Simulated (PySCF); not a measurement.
A PySCF script (with the pyscf-properties extension) for the NMR shieldings of SMILES N#N, N2, on a PBE0-D3(BJ)/def2-TZVP geometry:

```python
import basis_set_exchange as bse
import numpy as np
from pyscf import gto, dft
from pyscf.prop import nmr

atoms = """
N    -0.491549   -0.221416    0.053685
N     0.509079    0.192621   -0.065805
"""
names = dict.fromkeys(["N"], "pcSseg-2")
basis = {el: gto.basis.parse(bse.get_basis(n, elements=[el], fmt="nwchem")) for el, n in names.items()}
mol = gto.M(atom=atoms, basis=basis, charge=0, verbose=0)
mf = dft.RKS(mol, xc="HYB_GGA_XC_B97_2")
mf.grids.level = 2
mf.grids.alignment = dft.numint.BLKSIZE   # the property module wants whole blocks of grid points
mf.conv_tol = 1e-9
mf.kernel()

calc = nmr.RKS(mf)   # GIAO
C = mf.mo_coeff
Co = C[:, mf.mo_occ > 0]
resp = mf.gen_response(singlet=True, hermi=2)
def vind(x):   # induced exchange potential for any number of trial vectors
    d = np.einsum("pi,xij,qj->xpq", C, 2 * x.reshape(-1, C.shape[1], Co.shape[1]), Co, optimize=True)
    return np.einsum("xpq,pi,qj->xij", resp(d - d.transpose(0, 2, 1)), C, Co, optimize=True).ravel()
mo1, _ = nmr.rhf.solve_mo1(calc, with_cphf=vind)
sigma = calc.kernel(mo1)
for i, s in enumerate(sigma):   # ppm
    w = np.linalg.eigvalsh((s + s.T) / 2)
    print("%2d %-2s iso %8.1f  s11 %8.1f  s22 %8.1f  s33 %8.1f" % (i, mol.atom_pure_symbol(i), w.mean(), *w))
```

**Question.** What does it print?

**Answer.** 
```
 0 N  iso    -81.4  s11   -292.2  s22   -292.2  s33    340.1
 1 N  iso    -81.4  s11   -292.2  s22   -292.2  s33    340.1
```

These numbers come from an equivalent density-fitted implementation of the same equations, which agrees with the script to about 0.01 ppm for H and up to a few tenths of a ppm for heavy atoms, so last digits may differ.

**Question.** Turn these shieldings into chemical shifts. Shifts are taken against calculated references (same method and geometry level): ¹⁵N (261.75 ppm) vs NH3.

**Answer.** Averaging equivalent atoms: N 0/1: 343.2 ppm. Experimental scales use liquid or dissolved standards, which lie at an offset from isolated NH3 (liquid NH3: subtract about 20 ppm). Unscaled 15N shifts of sp2 nitrogen come out 20 to 40 ppm too high even then.

Size and cost of the density-fitted run: 72 basis functions, 1.2 s wall time on 1 thread of an Arm Neoverse N1, shared host; peak memory 0.31 GiB.
